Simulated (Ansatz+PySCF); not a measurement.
Values are calculated unless marked as measured or tabulated.
## PySCF 2.14.0 run

```python
from pyscf import gto, scf, cc

mol = gto.M(atom="""
S 0.044110 -0.023410 -0.101460
H 0.025030 0.994510 0.795470
H 0.035030 -0.993050 0.860600
""", basis='def2-svp', charge=0, spin=0)
mf = scf.RHF(mol)
mf.kernel()
mycc = cc.CCSD(mf, frozen=5).run()
et = mycc.ccsd_t()
print(mf.e_tot, mycc.e_corr, et, mycc.e_tot + et)
```

The script is written out from the run's settings.

The run gave:

- Converged: yes
- Reference energy: -398.56639 hartree
- CCSD correlation energy: -0.16528 hartree
- Triples correction: -0.00334 hartree
- Total energy: -398.73501 hartree
